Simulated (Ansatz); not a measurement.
**Reading a saddle point**

A first-order saddle point of SiNH7S, closed shell, PBE0-D4/def2-TZVP, with one imaginary mode of 1081i cm⁻¹:

| atom | x (Å) | y (Å) | z (Å) |
| --- | --- | --- | --- |
| Si1 | -0.5529 | -0.1340 | -0.0078 |
| H2 | 0.8312 | -1.0066 | -0.4064 |
| H3 | -1.4007 | -1.1340 | -0.7033 |
| H4 | -1.3648 | 1.1088 | 0.1563 |
| N5 | -0.0496 | -0.2792 | 1.6158 |
| H6 | 0.8619 | -0.3677 | -1.2688 |
| S7 | 0.3270 | 0.8263 | -2.1619 |
| H8 | 0.5910 | -0.9728 | 1.9619 |
| H9 | -0.4252 | 0.3202 | 2.3324 |
| H10 | 1.1820 | 1.6390 | -1.5183 |

Ansatz 0.2.0; basis: def2-TZVPP and def2-QZVPP; cores frozen in the correlated methods. Extrapolation: Hartree–Fock as exp(−7.88 √X), correlation as X^−2.97.

Question: Which contacts change along the imaginary mode, and what lies on either side? (Judge from chemistry; the calculation decides.)

Answer: Computed: The step is SiNH₅ ([NH2][SiH3]) + H₂S → SiNH₅S ([NH2][SiH2][SH]) + H₂, with the molecules in contact on both sides. Shortening one way: Si1–S7, H2–H6; lengthening the same way: Si1–H2, H6–S7.
```
  pair  one side (Å)  saddle (Å)  other side (Å)
Si1–S7          3.62        2.52            2.14
 H2–H6          3.16        1.07            0.75
Si1–H2          1.49        1.68            4.17
 H6–S7          1.34        1.58            3.22
```

Question: Which side is lower, and how far does the saddle lie above each? (To be estimated.)

Answer: By the calculation: The side with Si1–S7, H2–H6 short is lower by 0.488 eV; the saddle lies 2.375 eV above it and 1.886 eV above the other (CCSD(T) at an estimated basis limit (MP2 extrapolated from triple and quadruple zeta, plus CCSD(T) − MP2 in triple zeta); electronic energies).

No T1 diagnostic of these runs exceeds 0.013.

Labels in which every atom is bracketed show which atoms are joined, not bond orders.

For scale, one of the runs: CCSD(T)/def2-TZVPP, 213 basis functions (an equivalent command: `ansatz run in.yaml --threads 4`). Hardware: 4 CPU threads, shared host. Wall time 32 s; peak host memory 2.8 GiB.
